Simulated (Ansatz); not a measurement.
# SiNH4 (doublet): from Hartree-Fock to the top rungs at distance N1–H4 along a hydrogen transfer = 1.012 Å, cc-pVDZ

An exercise on one series of results from a longer session: the logs are not shown, and one member is left open.

Computed with Ansatz 0.2.0, Gaussian basis. Level: cc-pVDZ, core rule «outside noble gas», up to 6 orbitals frozen.

Plan: UHF; CCSD(T) on ROHF; CCSD(T) on UHF; BCCD(T) on ROHF; CISD; CCSDT(Q) on ROHF; CCSDT(Q) on UHF; CASSCF and MRCISD+Q, 3 electrons in 3 orbitals; CASSCF and NEVPT2, 3 electrons in 3 orbitals.

11 further runs of the same task are left out: 10 that didn't finish, 1 set aside as unsound or not needed.

### The geometry

The geometry derives from fragments relaxed apart (PBE0/def2-TZVP) and kept rigid, so it is no stationary point. A hydrogen atom is moved between rigid fragments.

6 atoms, charge 0, spin multiplicity 2.

Atoms are counted from 1 here; the program's logs count them from 0.

Bond lengths: N1–H2 1.012 Å, N1–H3 1.012 Å, N1–H4 1.012 Å, Si5–H6 1.532 Å. Angles: H2–N1–H3 107.1°, H2–N1–H4 107.1°, H3–N1–H4 107.1°.

The first run:

File in.yaml:

```yaml
crystal:
  periodic: [false, false, false]
  atoms:
    - {symbol: N, position_ang: [-1.766280, 0.019973, -0.019236]}
    - {symbol: H, position_ang: [-2.063560, 0.987807, -0.019236]}
    - {symbol: H, position_ang: [-2.063559, -0.382326, 0.861023]}
    - {symbol: H, position_ang: [-0.753819, 0.019973, -0.019236]}
    - {symbol: Si, position_ang: [1.005720, 0.019973, -0.019236]}
    - {symbol: H, position_ang: [1.402155, -1.459540, -0.019236]}
basis:
  gaussian: {orbitals: cc-pVDZ}
magnetization: {spin_polarized: true, initial_magnetization: 1}
hamiltonian: {xc: hf}
output: {orbitals: {seedname: orbitals}}
```

Launch:

```bash
> ansatz run in.yaml --threads 1 --pin off --events-out ev --progress --plain --max-ram 2393MiB
```

Among the steps run: UHF; CCSD(T) on ROHF; CCSD(T) on UHF; BCCD(T) on ROHF; CISD; CCSDT(Q) on ROHF; CCSDT(Q) on UHF; CASSCF and MRCISD+Q, 3 electrons in 3 orbitals; CASSCF and NEVPT2, 3 electrons in 3 orbitals.

One of the session's tables, all rows but one given; the rest of the session is left out.

| method | from UCCSDT(Q) (meV) |
| --- | --- |
| ROHF | +8504.0 |
| UHF | +8383.5 |
| RMP2 | +1255.4 |
| UMP2 | +1275.1 |
| CISD | +994.1 |
| RCCSD | +238.7 |
| UCCSD | +235.9 |
| RCCSD(T) | +39.4 |
| UCCSD(T) | +39.4 |
| BCCD(T) | +38.9 |
| RCCSDT | ? |
| UCCSDT | +14.1 |
| RCCSDT(Q) | +0.4 |
| UCCSDT(Q) | 0 |
| CASSCF pair | +8008.2 |
| MRCISD pair | +904.1 |
| MRCISD+Q pair | +110.3 |

Q: Estimate the row for RCCSDT from the others.

The run gave: from UCCSDT(Q) (meV): +14.3. In the column «from UCCSDT(Q) (meV)» it lies between UCCSDT (+14.1) and BCCD(T) (+38.9).

Not comparable, so not listed: CASSCF and NEVPT2, 3 electrons in 3 orbitals (they don't share determinant, frozen orbitals or solution with the rows shown, or repeat one).

Caveats from the session: Restricted and unrestricted rows rest on different reference determinants; where their highest levels disagree by more than a few hundredths of an eV, they describe different states and don't form one ladder. Warnings in the runs' records: passed over end.
